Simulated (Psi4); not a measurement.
# AlH (SMILES [AlH]): levels of theory compared

Wanted: a comparison of 6 runs (B2PLYP/def2-TZVPPD, BHLYP/def2-TZVPPD, CAM-B3LYP/def2-TZVPPD, PBE0/def2-TZVPPD, SVWN5/def2-TZVPPD, MP2/def2-TZVPPD) of AlH. 

Program for the calculation: Psi4 1.11.

2 further runs of the same task are left out: 2 set aside as unsound or not needed.

## (1) The molecule

The species is AlH (2 atoms), meant as a singlet with charge 0. SMILES: `[AlH]`. The Al1–H2 distance was set to 2.497 Å, away from the relaxed value.

## (2) A single-point energy at B2PLYP/def2-TZVPPD (density fitting for correlation) (run 1)

calc.inp

```
memory 1600 mb

molecule m {
  Al     0.00000000     0.00000000    -1.62136612
  H      0.00000000     0.00000000     3.09746899
  units au
  symmetry c1
  no_reorient
  no_com
}

set basis def2-TZVPPD
set puream true
set e_convergence 1e-09
set d_convergence 1e-08
set scf_type pk
set dft_radial_points 99
set dft_spherical_points 590
set num_frozen_docc 5

energy_value = energy('b2plyp')
```

Run with:

```bash
$ psi4 -n 1 calc.inp calc.out
```

calc.out:

```text
[...]
  Running in c1 symmetry.
[...]
  Nuclear repulsion =    2.754917198198095
[...]
  Multiplicity = 1
[...]
  Nalpha       = 7
  Nbeta        = 7
[...]
    Number of basis functions: 65
[...]
   @RKS iter   1:  -242.76773659952570   -4.71271e-01   2.76400e-03 DIIS/ADIIS
[...]
   @RKS iter   8:  -242.78797620123717   -3.98188e-11   9.00784e-09 DIIS
[...]
    Orbital Energies [Eh]
    ---------------------
    Doubly Occupied:
       1A    -57.118526     2A     -4.506029     3A     -2.958033
       4A     -2.958033     5A     -2.954813     6A     -0.377257
       7A     -0.232555
[...]
  @RKS Final Energy:  -242.78797620123717
   => Energetics <=
    Nuclear Repulsion Energy =              2.7549171981980951
    One-Electron Energy =                -342.4309269073928590
    Two-Electron Energy =                 105.8904847499819368
    DFT Exchange-Correlation Energy =      -9.0024512420243230
    Empirical Dispersion Energy =           0.0000000000000000
    VV10 Nonlocal Energy =                  0.0000000000000000
    Total Energy =                       -242.7879762012371714
[...]
 Multipole Moments:
 ------------------------------------------------------------------------------------
     Multipole            Electronic (a.u.)      Nuclear  (a.u.)        Total (a.u.)
 ------------------------------------------------------------------------------------
 L = 1.  Multiply by 2.5417464519 to convert [e a0] to [Debye]
 Dipole X            :          0.0000000            0.0000000            0.0000000
 Dipole Y            :         -0.0000000            0.0000000           -0.0000000
 Dipole Z            :         16.4601473          -17.9802906           -1.5201433
 Magnitude           :                                                    1.5201433
[...]
```

Run time: 2.5 s. Hardware: 1 thread of Intel Xeon 6975P-C (Granite Rapids), shared host; peak memory 0.44 GiB.

## (3) A single-point energy at BHLYP/def2-TZVPPD (run 2)

calc.py

```python
import psi4

psi4.set_memory('1600 MB')
psi4.set_num_threads(1)
psi4.core.set_output_file('psi4.out', False)

mol = psi4.geometry("""
Al     0.00000000     0.00000000    -1.62136612
H      0.00000000     0.00000000     3.09746899
units au
symmetry c1
""")

options = {'reference': 'rks', 'puream': True, 'e_convergence': 1e-09, 'd_convergence': 1e-08, 'scf_type': 'pk', 'dft_radial_points': 99, 'dft_spherical_points': 590}
psi4.set_options(options)

result, w = psi4.energy('bhhlyp/def2-TZVPPD', molecule=mol, return_wfn=True)
psi4.oeprop(w, 'QUADRUPOLE', 'LOWDIN_CHARGES', 'DIPOLE')
print(f'bhhlyp/def2-TZVPPD energy: {result:.10f} Eh')
```

Run with:

```bash
$ python calc.py
```

psi4.out:

```text
[...]
  Running in c1 symmetry.
[...]
  Nuclear repulsion =    2.754917198198095
[...]
  Multiplicity = 1
[...]
  Nalpha       = 7
  Nbeta        = 7
[...]
    Number of basis functions: 65
[...]
   @RKS iter   1:  -242.90803612439760   -4.65373e-01   2.85320e-03 DIIS/ADIIS
[...]
   @RKS iter   8:  -242.92906296195071   -4.47642e-11   9.15596e-09 DIIS
[...]
    Orbital Energies [Eh]
    ---------------------
    Doubly Occupied:
       1A    -57.035796     2A     -4.485638     3A     -2.947021
       4A     -2.947021     5A     -2.943667     6A     -0.379195
       7A     -0.234383
[...]
  @RKS Final Energy:  -242.92906296195071
   => Energetics <=
    Nuclear Repulsion Energy =              2.7549171981980951
    One-Electron Energy =                -342.4741307179820069
    Two-Electron Energy =                 106.4851231956113793
    DFT Exchange-Correlation Energy =      -9.6949726377781662
    Empirical Dispersion Energy =           0.0000000000000000
    VV10 Nonlocal Energy =                  0.0000000000000000
    Total Energy =                       -242.9290629619507058
[...]
 Multipole Moments:
 ------------------------------------------------------------------------------------
     Multipole            Electronic (a.u.)      Nuclear  (a.u.)        Total (a.u.)
 ------------------------------------------------------------------------------------
 L = 1.  Multiply by 2.5417464519 to convert [e a0] to [Debye]
 Dipole X            :         -0.0000000            0.0000000           -0.0000000
 Dipole Y            :          0.0000000            0.0000000            0.0000000
 Dipole Z            :         -3.8595490            2.3400514           -1.5194976
 Magnitude           :                                                    1.5194976
 L = 2.  Multiply by 1.3450342976 to convert [e a0^2] to [Debye ang]
 Quadrupole XX       :         -9.5555436            0.0000000           -9.5555436
 Quadrupole XY       :         -0.0000000            0.0000000           -0.0000000
[...]
```

The script printed:

```text
bhhlyp/def2-TZVPPD energy: -242.9290629620 Eh
```

Run time: 2.5 s. Hardware: 1 thread of Intel Xeon 6975P-C (Granite Rapids), shared host; peak memory 0.43 GiB.

Run 3 isn't shown in full; the table further down has it.

## (4) A single-point energy at PBE0/def2-TZVPPD (run 4)

job.py

```python
import psi4

psi4.set_memory(1600000000)
psi4.set_num_threads(1)
psi4.set_output_file('run.log', False)

mol = psi4.geometry("""
0 1
Al     0.00000000     0.00000000    -1.62136612
H      0.00000000     0.00000000     3.09746899
units bohr
symmetry c1
""")

psi4.set_options({
    'basis': 'def2-TZVPPD',
    'puream': True,
    'e_convergence': 1e-09,
    'd_convergence': 1e-08,
    'scf_type': 'pk',
    'dft_radial_points': 99,
    'dft_spherical_points': 590,
})

E = psi4.energy("pbe0", molecule=mol)
print(f'pbe0 energy: {E:.10f} Eh')
```

Run with:

```bash
$ python job.py
```

run.log:

```text
[...]
  Running in c1 symmetry.
[...]
  Nuclear repulsion =    2.754917198198095
[...]
  Multiplicity = 1
[...]
  Nalpha       = 7
  Nbeta        = 7
[...]
    Number of basis functions: 65
[...]
   @RKS iter   1:  -242.78127128469870   -3.83761e-01   3.28660e-03 ADIIS/DIIS
[...]
   @RKS iter   9:  -242.81082476151806   -1.03739e-11   3.91297e-09 DIIS
[...]
    Orbital Energies [Eh]
    ---------------------
    Doubly Occupied:
       1A    -56.216549     2A     -4.238322     3A     -2.768241
       4A     -2.768241     5A     -2.763386     6A     -0.342794
       7A     -0.206292
[...]
  @RKS Final Energy:  -242.81082476151806
   => Energetics <=
    Nuclear Repulsion Energy =              2.7549171981980951
    One-Electron Energy =                -342.4862947102806743
    Two-Electron Energy =                 111.0719134275105660
    DFT Exchange-Correlation Energy =     -14.1513606769460836
    Empirical Dispersion Energy =           0.0000000000000000
    VV10 Nonlocal Energy =                  0.0000000000000000
    Total Energy =                       -242.8108247615181199
[...]
 Multipole Moments:
 ------------------------------------------------------------------------------------
     Multipole            Electronic (a.u.)      Nuclear  (a.u.)        Total (a.u.)
 ------------------------------------------------------------------------------------
 L = 1.  Multiply by 2.5417464519 to convert [e a0] to [Debye]
 Dipole X            :         -0.0000000            0.0000000           -0.0000000
 Dipole Y            :          0.0000000            0.0000000            0.0000000
 Dipole Z            :         -3.7149272            2.3400514           -1.3748758
 Magnitude           :                                                    1.3748758
[...]
```

The script printed:

```text
pbe0 energy: -242.8108247615 Eh
```

Run time: 2.9 s. Hardware: 1 thread of Intel Xeon 6975P-C (Granite Rapids), shared host; peak memory 0.43 GiB.

Run 5 isn't shown in full; the table further down has it.

## (5) A single-point energy at MP2/def2-TZVPPD (run 6)

job.in

```
memory 1600 mb

molecule {
  0 1
  Al
  H 1 2.4971
  symmetry c1
}

set puream true
set e_convergence 1e-09
set d_convergence 1e-08
set scf_type pk
set num_frozen_docc 5
set mp2_type conv

energy('mp2/def2-TZVPPD')
```

Run with:

```bash
$ psi4 -i job.in -o job.out -n 1
```

job.out:

```text
[...]
  Running in c1 symmetry.
[...]
  Nuclear repulsion =    2.754917199435346
[...]
  Multiplicity = 1
[...]
  Nalpha       = 7
  Nbeta        = 7
[...]
    Number of basis functions: 65
[...]
   @RHF iter   1:  -242.39096317324493   -6.02819e-01   1.89457e-03 ADIIS/DIIS
[...]
   @RHF iter   9:  -242.40209508535278   -9.66338e-13   2.07274e-09 DIIS
[...]
    Orbital Energies [Eh]
    ---------------------
    Doubly Occupied:
       1A    -58.549503     2A     -4.957014     3A     -3.264849
       4A     -3.264849     5A     -3.263490     6A     -0.433464
       7A     -0.281511
[...]
  @RHF Final Energy:  -242.40209508535278
   => Energetics <=
    Nuclear Repulsion Energy =              2.7549171994353459
    One-Electron Energy =                -342.2846624457224038
    Two-Electron Energy =                  97.1276501609342944
    Total Energy =                       -242.4020950853527552
[...]
 Multipole Moments:
 ------------------------------------------------------------------------------------
     Multipole            Electronic (a.u.)      Nuclear  (a.u.)        Total (a.u.)
 ------------------------------------------------------------------------------------
 L = 1.  Multiply by 2.5417464519 to convert [e a0] to [Debye]
 Dipole X            :         -0.0000000            0.0000000           -0.0000000
 Dipole Y            :          0.0000000            0.0000000            0.0000000
 Dipole Z            :         -3.9291612            2.3400514           -1.5891098
 Magnitude           :                                                    1.5891098
[...]
	SCS-MP2 Total Energy (a.u.)        :  -242.47545645751592
	SOS-MP2 Total Energy (a.u.)        :  -242.48049188255152
	SCSN-MP2 Total Energy (a.u.)       :  -242.40734920187347
[...]
	SOS-PI-MP2 Total Energy (a.u.)     :  -242.48652240541296
[...]
	MP2 Total Energy (a.u.)            :  -242.46538560744486
[...]
```

Wall time 1.6 s (1 thread of Intel Xeon 6975P-C (Granite Rapids), shared host); peak memory 0.27 GiB.

## (6) The series

```csv
run,level,fitting correlation,frozen core orbitals,energy (Eh),HOMO energy (eV),LUMO energy (eV),HOMO–LUMO gap (eV),wall time
1,B2PLYP/def2-TZVPPD (density fitting for correlation),density fitting,5,-242.810801,-6.33,-1.28,5.05,2.5 s
2,BHLYP/def2-TZVPPD,–,0,-242.929063,-6.38,-1.50,4.88,2.5 s
3,CAM-B3LYP/def2-TZVPPD,–,0,-242.931557,-6.74,-1.30,5.44,3.6 s
4,PBE0/def2-TZVPPD,–,0,-242.810825,-5.61,-2.28,3.33,2.9 s
5,SVWN5/def2-TZVPPD,–,0,-241.869044,-4.76,-3.10,1.66,2.2 s
6,MP2/def2-TZVPPD,none,5,-242.465386,-7.66,0.29,7.95,1.6 s
```

## (7) Results

| quantity | value |
| --- | --- |
| run 6: total energy | -242.46539 Eh |
| run 6: HOMO energy (Hartree–Fock orbitals) | -7.66 eV |
| run 6: LUMO energy (Hartree–Fock orbitals) | 0.29 eV |
| run 6: HOMO–LUMO gap (Hartree–Fock orbitals) | 7.95 eV |
| run 6: correlation energy (5 core orbitals frozen) | -63.3 mEh |

Over runs 2, 3, 4, 5 the dipole moment (its size) runs from 3.25 D (SVWN5/def2-TZVPPD) to 3.86 D (BHLYP/def2-TZVPPD). Over runs 1, 2, 3, 4, 5 the HOMO–LUMO gap runs from 1.66 eV (SVWN5/def2-TZVPPD) to 5.44 eV (CAM-B3LYP/def2-TZVPPD). Totals of different functionals can't be ranked against each other. All runs together took 15 s, the longest 3.6 s.
